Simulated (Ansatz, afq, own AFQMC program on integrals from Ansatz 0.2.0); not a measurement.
**Ga, doublet → Ga⁻, singlet**

A free Ga atom.

E(singlet, charge -1) − E(doublet, charge +0) at this geometry, on UHF and RHF determinants.

Basis aug-cc-pVTZ. Only valence electrons are correlated. Ansatz 0.2.0 and our own AFQMC program on the same integrals; the CISD trial comes from CCSD amplitudes, and released means the phaseless constraint is let go. Uncertainties: one standard error, sampling alone. No spin–orbit coupling. The errors of all members are added in quadrature.

Full CI on the same integrals is exact in this basis and with this determinant's frozen core.

Errors are counted within aug-cc-pVTZ, not against nature.

Cautions: inner d shell frozen; no relativity below Rb; no spin-orbit coupling; Ga⁻ (singlet): another spin lies lower, at this level and basis the anion state lies above a neutral one, restricted determinant unstable towards unrestricted (UHF 737 meV lower, ⟨S²⟩ 1.03), strong correlation (T1 0.025, weight of the determinant 0.83, largest double 0.12), the released energies have errors that jump between times, so the bars are unsure, so no released level is given (meV from the phaseless value at times in 1/Eh: -3.2 ± 1.9 at 0.24, -13 ± 8 at 0.51, -11.5 ± 2.0 at 0.99, -13.9 ± 2.1 at 1.62, -18 ± 3 at 2.40), the ph-AFQMC/CISD walk drifts between its halves (2.9 errors), the determinant fills the p orbitals unequally in pairs, so it mixes two states of the atom (¹D and ¹S), and each level undoes that mixture to a different degree, while full CI gives the lower state, CCSDT(Q) on the UHF determinant differs (382 meV lower), perhaps since the unrestricted series falls towards higher spin, its ph-AFQMC/CISD value lies 90.6 ± 1.5 meV above full CI; at this level and basis the anion state lies above a neutral one.

```csv
level,vertical energy of electron attachment (kcal/mol)
CCSD,4.0
MP2,8.1
```

Task: From these cheaper values, estimate the vertical energy of electron attachment at the reference level in aug-cc-pVTZ.

Result: 0.8 kcal/mol (full CI in aug-cc-pVTZ).

```json
{"level": "HF", "vertical energy of electron attachment (kcal/mol)": "22.6", "error against FCI (kcal/mol)": "21.8"}
{"level": "CCSD(T)", "vertical energy of electron attachment (kcal/mol)": "2.4", "error against FCI (kcal/mol)": "1.7"}
{"level": "ph-AFQMC/HF", "vertical energy of electron attachment (kcal/mol)": "2.5 ± 0.5", "error against FCI (kcal/mol)": "1.8 ± 0.5"}
{"level": "ph-AFQMC/CISD", "vertical energy of electron attachment (kcal/mol)": "2.8 ± 0.04", "error against FCI (kcal/mol)": "2.0 ± 0.04"}
```

Correlation beyond CCSD(T) takes off 1.7 kcal/mol. The perturbative (T) step is worth −1.6 kcal/mol. Where a determinant mixes two states, these steps and errors hold in part the undoing of that mixture, and only full CI is sure.
